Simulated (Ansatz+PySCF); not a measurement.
A calculation with Ansatz (development build ahead of 0.2.0).

```yaml
crystal:
  periodic: [false, false, false]
  atoms:
    - { symbol: C, position_ang: [0.11148, 0.51716, -0.10354] }
    - { symbol: C, position_ang: [-1.19331, -0.17106, 0.00967] }
    - { symbol: H, position_ang: [0.29682, 1.5284, 0.24299] }
    - { symbol: H, position_ang: [-1.35947, -0.59482, 1.03478] }
    - { symbol: H, position_ang: [-2.00635, 0.52757, -0.20029] }
    - { symbol: H, position_ang: [-1.25836, -1.00342, -0.69825] }
    - { symbol: F, position_ang: [1.20289, -0.27943, 0.01522] }
basis:
  gaussian: { orbitals: cc-pVTZ }
magnetization:
  initial_magnetization: 1
hamiltonian:
  xc: hf
correlation:
  method: mp2
  frozen_orbitals: { C: 1, F: 1, H: 0 }
output:
  forces: true
```

The input is written out in the form of the current development build from the run's settings. Correlation on restricted open-shell orbitals is semicanonical, with singles.

Output:

```json
{
 "Converged": "yes",
 "Reference energy": "-177.51373 hartree",
 "Correlation energy": "-0.57518 hartree",
 "Total energy": "-178.08891 hartree",
 "Spin squared of the determinant": "0.750",
 "Stability test": "minimum among restricted orbitals"
}
```

Forces (eV/Å):
```
atom      Fx      Fy      Fz
  C1   0.208  -0.052   0.070
  C2  -0.175  -0.338   0.569
  H3  -0.058  -0.203  -0.049
  H4   0.154   0.334  -0.745
  H5   0.157  -0.090   0.044
  H6   0.039   0.160   0.127
  F7  -0.324   0.189  -0.017
```
